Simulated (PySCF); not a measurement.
## Exact simulation of a proton spin system

Molecule: 1,1-difluoroethane, C2H4F2.

Cartesian coordinates in Å; atom numbers follow the order of the lines, from 1:
```xyz
8

C    -0.781   -0.157    0.006
C     0.702    0.135    0.064
F     1.399   -0.758   -0.683
F     0.975    1.355   -0.462
H    -1.117   -0.113   -1.028
H    -0.972   -1.148    0.405
H    -1.318    0.583    0.591
H     1.122    0.112    1.081
```

- J couplings at B3LYP/pcJ-1
- coordinates at the GFN2-xTB level
- GIAO PBE0/pcSseg-1 shieldings
- program: PySCF 2.14
- no relativistic terms, one computed conformer, equivalent nuclei averaged, in vacuum

δ = σ(ref) − σ, references computed at the same level: ¹H against TMS.

The 6-spin Hamiltonian (Zeeman plus full scalar coupling among like nuclei) was diagonalised exactly; lines are Lorentzian, 0.5 Hz wide, and the maxima above 3 % are listed with the tallest set to 100.

Peak list at 600 MHz for the spins F3/F4/H5/H6/H7/H8:
δ in ppm (height): 6.366 (4), 6.358 (12), 6.350 (13), 6.342 (4), 6.262 (8), 6.254 (25), 6.246 (25), 6.238 (8), 6.158 (4), 6.150 (12), 6.142 (13), 6.134 (4), 1.575 (50), 1.567 (50), 1.544 (100), 1.536 (100), 1.513 (50), 1.505 (50)

Task: Extract the chemical shifts and coupling constants behind this pattern (give the signs of the calculation).

Result: 
Shifts (ppm): F3/F4 -131.0, H5/H6/H7 1.54, H8 6.25.
Couplings (Hz): F3–F4: 259.7; F3–H5, F3–H6, F3–H7, F4–H5, F4–H6, F4–H7: 18.5; F3–H8, F4–H8: 62.3; H5–H6, H5–H7, H6–H7: -13.9; H5–H8, H6–H8, H7–H8: 4.9.
These are the parameters used. A line list fixes at most the relative signs, and those only where coupling is strong; other parameter sets or atom labellings may fit too, and couplings well below the line width leave little trace. Couplings within a CH3 group never show.

Unscaled 3J(H,H) at this level run about 10 % above measured values.
